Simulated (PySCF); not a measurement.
SMILES [CH2], triplet (PBE0/def2-SVP optimised geometry):

```
3

C     -0.165    -0.390     0.000
H      0.925    -0.390     0.000
H     -0.925     0.390     0.000
```

Computed with unrestricted PBE0/def2-TZVP in PySCF 2.14.0.

Question: What are the frontier orbital energies (α orbitals alone; a β orbital can be the lowest empty one) and the dipole moment?

Answer: HOMO-2 -12.70 eV, HOMO-1 -8.12 eV, HOMO -7.17 eV, LUMO 1.89 eV, LUMO+1 3.45 eV; dipole moment 0.65 D.

On the same geometry unrestricted PBE/def2-TZVP (PySCF) gives HOMO-2 -11.10 eV, HOMO-1 -6.58 eV, HOMO -5.68 eV, LUMO 1.00 eV, LUMO+1 2.60 eV; dipole moment 0.65 D.

Meta-Löwdin charges at PBE0/def2-TZVP: C1 -0.29, H2 0.15, H3 0.15.
